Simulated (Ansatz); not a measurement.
Relaxation of BH$_{6}$NO (9 atoms, charge 0, multiplicity 1), to a largest force component of 0.03 eV/Å in at most 50 steps.

These are results of RKS B3LYP-D4/def2-SVP in Ansatz 0.2.0, not measurements.

```xyz
9
Properties=species:S:1:pos:R:3
B -0.032 0.387 -0.417
O -0.086 0.123 2.184
H -1.001 -0.177 2.096
H 0.865 -0.402 -0.542
N -1.324 0.036 -0.808
H -1.551 -0.881 -1.174
H -2.112 0.673 -0.796
H 0.173 1.514 -0.058
H -0.093 0.988 1.710
```

Task: Where does it end, and by what steps?

Result: The forces met the threshold. The force dipped under the threshold on the way, but the program's further checks kept it going. After 17 steps the energy has fallen by 0.074 eV; H9 moved furthest, 0.63 Å.

```
step  energy less start (eV)  largest force component (eV/Å)  accepted
   0                  0.0000                           0.729       yes
   1                 -0.0370                           0.635       yes
   2                  0.0016                           0.920        no
   3                 -0.0488                           0.208       yes
   4                 -0.0516                           0.123       yes
   5                 -0.0536                           0.542       yes
   6                 -0.0594                           0.337       yes
   7                 -0.0557                           1.008        no
   8                 -0.0647                           0.163       yes
   9                 -0.0702                           0.046       yes
  10                 -0.0724                           0.027       yes
  11                 -0.0540                           1.033        no
  12                 -0.0722                           0.293        no
  13                 -0.0729                           0.104       yes
  14                 -0.0725                           0.065        no
  15                 -0.0737                           0.045       yes
  16                 -0.0734                           0.021        no
  17                 -0.0738                           0.010       yes
```

```xyz
9
Properties=species:S:1:pos:R:3
B 0.023 0.419 -0.593
O -0.271 0.021 2.292
H -0.916 -0.088 1.578
H 0.898 -0.397 -0.714
N -1.312 0.015 -0.701
H -1.584 -0.940 -0.910
H -2.094 0.661 -0.688
H 0.257 1.589 -0.409
H -0.164 0.980 2.341
```

Whether the end is a true minimum wasn't checked by a vibrational analysis.

Time of the run: 20 s on 1 thread of Intel(R) Xeon(R) 6975P-C (Granite Rapids), with other jobs on the host, peak memory 0.16 GiB.
